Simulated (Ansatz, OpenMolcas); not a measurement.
## How methods differ on CO2 (carbon dioxide)

CO2: 3 atoms, total charge 0, spin state singlet. SMILES: `O=C=O`. The coordinates come from a PBE0-D4/def2-TZVP relaxation.

```csv
atom,x (Å),y (Å),z (Å)
O,0.3716,-1.0919,0.0882
C,0.0001,0.0001,0.0001
O,-0.3718,1.0918,-0.0883
```

Quantity: the vertical ionisation energy, in eV. The values are calculated.

Question: The value from experiment is 13.78 eV (NIST CCCBDB). From what is known of these methods, estimate their order from the nearest to it to the farthest.
A. SVWN5/cc-pVTZ (Ansatz)
B. MP2/cc-pVTZ (Ansatz)
C. B3LYP/cc-pVTZ (Ansatz)
D. PBE/cc-pVTZ (OpenMolcas)
E. PBE0/cc-pVTZ (Ansatz)

Answer: C (13.78 eV, 0.00), E (13.72 eV, -0.06), D (13.63 eV, -0.15), A (14.00 eV, +0.22), B (14.60 eV, +0.82).
